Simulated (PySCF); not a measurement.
Calculation: PySCF with TPSSh-D3(BJ)/def2-TZVP // BP86-D3(BJ)/def2-SVP. All species are isolated molecules in the gas phase. 

Reference species (SMILES): `N` (neutral, multiplicity 1).

| Item | Result |
|---|---|
| HOMO–LUMO gap | 7.58 eV |
| dipole moment | 1.81 D |

Changed species: `O` (free base H2O; the reference has free base NH3).

Predict the effect on the HOMO–LUMO gap and dipole moment.

the HOMO–LUMO gap rises by 0.70 eV, to 8.28 eV; the dipole moment rises by 0.28 D, to 2.09 D.
